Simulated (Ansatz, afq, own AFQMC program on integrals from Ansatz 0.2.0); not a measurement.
Integrals from Ansatz 0.2.0, then the random walk in our own AFQMC program (afq).

```yaml
crystal:
  periodic: [false, false, false]
  atoms:
    - {symbol: B, position_ang: [0.000000, -0.188124, 1.715115]}
    - {symbol: Br, position_ang: [0.000000, 0.011759, -0.252218]}
    - {symbol: H, position_ang: [0.000000, 1.085637, 1.598465]}
basis:
  gaussian: {orbitals: cc-pVDZ}
magnetization: {spin_polarized: true, initial_magnetization: 3}
correlation: {method: ccsd_t, electrons: outside_noble_gas, hamiltonian_folder: ham}
```

```sh
$ ansatz run in.yaml --threads 1 --pin off --events-out ev --progress --plain --max-ram 1382MiB
```

afq runs on the folder ham with

```
--method phaseless --trial hf --walkers 120 --populations 1 --least-time 40 --time-step 0.005 --steps-per-block 20 --equilibration-blocks 112 --max-blocks 600 --target-error 0.0012000 --factor-cut 1e-05 --start spin_pure --seed 5499 --taylor-order 6
```

Times are imaginary, in 1/Eh. The walk had a cap of 766 s. Filled inner d shells are frozen with the cores.

Log:

```
orbitals 31  electrons 7 4  factors 239 of 492
reference energy -2597.46248944 Eh
CCSD correlation -0.18782469 Eh in 12 cycles, weight of the determinant in the CISD state 0.9015
energy of the start -2597.462704 Eh
 block  time / (1/Eh)  mean weight  energy / Eh
     1     0.100  1.0010  -2597.495812
     2     0.200  1.0018  -2597.528670
     3     0.300  1.0013  -2597.555498
     4     0.400  1.0006  -2597.565228
     5     0.500  1.0011  -2597.578291
     8     0.800  1.0018  -2597.615040
    18     1.800  0.9992  -2597.657850
    69     6.900  1.0007  -2597.662642
    86     8.600  0.9991  -2597.683304
   120    12.000  1.0015  -2597.660446
   171    17.100  0.9982  -2597.648017
   222    22.200  1.0011  -2597.674483
   273    27.300  1.0007  -2597.658563
   290    29.000  1.0000  -2597.621775
   324    32.400  1.0006  -2597.646101
   375    37.500  1.0004  -2597.647658
   426    42.600  0.9998  -2597.660837
   477    47.700  1.0009  -2597.679589
   528    52.800  0.9995  -2597.660042
   579    57.900  1.0009  -2597.655255
   630    63.000  1.0001  -2597.627352
   681    68.100  1.0005  -2597.668866
   698    69.800  1.0013  -2597.638398
blocks merged  error / Eh  count
     1  0.000551  600
     2  0.000742  300
     4  0.000972  150
     8  0.001220  75
    16  0.001495  37
    32  0.001579  18
    64  0.002095  9
energy -2597.650900 +/- 0.001579 Eh
(rows thinned)
```

The run passed its tests (sampling time, drift between the halves within three errors, error under three times the target), which doesn't prove that it has relaxed.

Against this walk (error 43.0 meV) on the same determinant: CCSD(T) 119.9 meV lower, CCSDT(Q) 152.6 meV lower, a separate phaseless walk with a CISD trial and standard settings 157.2 ± 44.2 meV lower. The error is statistical and leaves out the bias of the constraint. CCSDT(Q) is the surest value here, so the walk's 153 meV above it is most likely the bias of the constraint with this trial, which can have either sign.

Cautions: constraint bias not in the error; error above the target (43.0 against 32.7 meV); no relativity below Rb; no spin-orbit coupling; inner d shell frozen; lower spins were not checked.

The walk took 120 s on 1 thread of AMD EPYC 9R14 (Zen 4) (shared host). The log's last line is the phaseless energy.

CCSDT and higher add their correlation energy to the determinant of the CCSD(T) run, since their own runs factorise the integrals more tightly (a shift of under 2 meV). A walk keeps the symmetry of its determinant, which the program's search chose and which needn't be the lowest solution, so a lower state of the same spin and another symmetry isn't excluded.
